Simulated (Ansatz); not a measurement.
# CH₂OSi (SMILES C1=[SiH]O1): functionals against CCSD(T) at one geometry

The task here is to estimate one member of a computed series from the others.

The runs use Ansatz 0.2.0, Gaussian basis; single points in def2-TZVPP.

Cores are frozen in the correlated methods. B3LYP uses VWN-RPA correlation.

## The starting structure

SMILES `C1=[SiH]O1`, 5 atoms, charge 0, spin multiplicity 1.

Atoms are counted from 1 here; the program's logs count them from 0.

Bond lengths: C1–Si2 1.724 Å, C1–O3 1.506 Å, C1–H4 1.161 Å, Si2–O3 1.573 Å, Si2–H5 1.521 Å. Angles: Si2–C1–O3 57.8°, Si2–C1–H4 108.7°, O3–C1–H4 99.0°, C1–Si2–O3 54.2°, C1–Si2–H5 175.9°, O3–Si2–H5 125.8°, C1–O3–Si2 68.1°.

Geometry (Å):

```xyz
5
CH2OSi
C    -0.4927   -0.6614    0.7413
Si    0.3518    0.6479    0.0034
O     0.5681   -0.8786   -0.3061
H    -1.4301   -0.9076    0.1027
H     1.1702    1.7965   -0.5661
```

The first run:

Contents of run/in.yaml:

```yaml
crystal:
  periodic: [false, false, false]
  atoms:
    - {symbol: C, position_ang: [-0.492700, -0.661400, 0.741300]}
    - {symbol: Si, position_ang: [0.351800, 0.647900, 0.003400]}
    - {symbol: O, position_ang: [0.568100, -0.878600, -0.306100]}
    - {symbol: H, position_ang: [-1.430100, -0.907600, 0.102700]}
    - {symbol: H, position_ang: [1.170200, 1.796500, -0.566100]}
basis:
  gaussian: {orbitals: def2-TZVPP}
correlation: {method: ccsd_t}
output: {forces: true}
```

No record of the launch command was kept for these runs.

Among the steps run: CCSD(T)/def2-TZVPP; PBE0-D4/def2-TZVPP; wB97M-V/def2-TZVPP; r2SCAN-D4/def2-TZVPP; PBE-D4/def2-TZVPP; B3LYP-D4/def2-TZVPP; SPW92/def2-TZVPP.

One of the session's tables, all rows but one given; the rest of the session is left out.

| method | RMS force component (eV/Å) | angle to CCSD(T) forces (°) | dipole (D) |
| --- | --- | --- | --- |
| CCSD(T) | 1.803 | reference | 3.61 |
| PBE0-D4 | 1.541 | 5.6 | 4.01 |
| wB97M-V | 1.617 | 7.0 | 4.23 |
| r2SCAN-D4 | 1.670 | 5.4 | 3.82 |
| PBE-D4 | 1.803 | 7.5 | 3.65 |
| B3LYP-D4 | ? | ? | ? |
| SPW92 | 1.447 | 8.7 | 3.78 |

**Question.** Estimate the row for B3LYP-D4.

**Answer.** RMS force component (eV/Å): 1.688; angle to CCSD(T) forces (°): 4.6; dipole (D): 3.96. In the column «RMS force component (eV/Å)» it lies between r2SCAN-D4 (1.670) and CCSD(T) (1.803).
